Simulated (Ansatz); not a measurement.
A nudged elastic band was laid between two geometries of CH6AlF (9 atoms, charge 0, multiplicity 1).

All numbers below come from RHF/def2-SVP in Ansatz.

```
movable images  : 9
climbing image  : yes
spring          : 5.0 eV/Å²
optimiser       : quadratic models (default)
start path      : through a guess of the saddle point
force threshold : 0.05 eV/Å
iteration limit : 60
end points      : relaxed
```

Image 0:

```xyz
9
Properties=species:S:1:pos:R:3
Al 0.043 -0.098 0.078
H 0.085 -0.607 1.593
C 1.713 -0.049 -0.971
H 1.973 -1.054 -1.324
H 1.629 0.585 -1.859
H 2.565 0.309 -0.384
H -1.368 -0.099 -0.646
F 0.001 1.932 0.816
H -0.067 1.979 1.723
```

Image 10:

```xyz
9
Properties=species:S:1:pos:R:3
Al -0.080 0.619 -0.523
H 0.247 -0.081 2.344
C 1.703 0.019 -1.045
H 1.761 -1.066 -1.164
H 1.991 0.466 -2.003
H 2.461 0.324 -0.317
H -1.406 -0.218 -0.630
F -0.254 2.176 0.029
H 0.151 0.660 2.335
```

Task: What changes between the two ends?

Result: Bonds broken: Al1–H2, F8–H9. Bonds formed: H2–H9. CH6AlF becomes CH4AlF + H2.

Task: Give the energies along the band, and the barrier.

Result: It converged. The highest image is number 3 of 0 to 10, 0.46 eV above the first end and 1.75 eV above the last; the last end lies 1.29 eV below the first. A vibrational analysis at the climbing image gives one clearly imaginary mode, 1403i cm⁻¹: a first-order saddle point. The orbitals stay closed-shell, which can raise the energy where a bond breaks towards radicals; this wasn't checked here.

```tsv
image	path coordinate (Å)	energy (eV)	Al1–H2 (Å)	F8–H9 (Å)	H2–H9 (Å)
0	0.00	0.00	1.60	0.91	2.59
1	0.39	0.04	1.61	0.91	2.08
2	0.79	0.18	1.64	0.93	1.58
3	1.18	0.46	1.74	1.09	1.12
4	1.50	-0.21	1.86	1.43	0.84
5	1.82	-0.93	2.06	1.78	0.76
6	2.14	-1.20	2.27	2.12	0.75
7	2.45	-1.28	2.48	2.44	0.75
8	2.77	-1.29	2.71	2.69	0.75
9	3.09	-1.29	2.96	2.80	0.75
10	3.41	-1.29	2.97	2.79	0.75
```

Task: What is the geometry of the highest image?

Result: 
```xyz
9
Properties=species:S:1:pos:R:3
Al 0.018 0.222 -0.025
H 0.131 0.034 1.703
C 1.715 -0.017 -0.968
H 1.860 -1.062 -1.261
H 1.744 0.577 -1.887
H 2.576 0.276 -0.360
H -1.402 -0.193 -0.559
F -0.090 1.923 0.819
H 0.021 1.137 1.565
```

Task: What are the harmonic wavenumbers there?

Result: 1403i, 71, 174, 369, 522, 591, 649, 700, 795, 816, 1185, 1328, 1346, 1546, 1548, 1753, 2049, 2092, 3151, 3232, 3244 cm⁻¹.

Time of the run: 3.5 min on 1 thread of Arm Neoverse N1, with other jobs on the host, peak memory 0.13 GiB.
